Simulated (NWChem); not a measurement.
NO₂, doublet; SMILES [O]N=O

All runs: NWChem. Spin-unrestricted. In the optimisation the excess spin sits in a1 (C2v, its own frame). Geometry: optimised at PBE0/def2-SVP, spin-unrestricted. No stability test was run on the SCF state. Principal shifts from the free-electron g value, in parts per thousand; spin-orbit coupling by linear response on scalar ZORA.

Estimate the computed values for B3LYP/x2c-SVPall, ZORA. Quantities: Δg1 (ppt); Δg2 (ppt); Δg3 (ppt); isotropic Δg (ppt).

The Δg1 (ppt) is -12.86 and the Δg2 (ppt) is -0.49. The Δg3 (ppt) comes out as 4.07. The isotropic Δg (ppt) is -3.10.
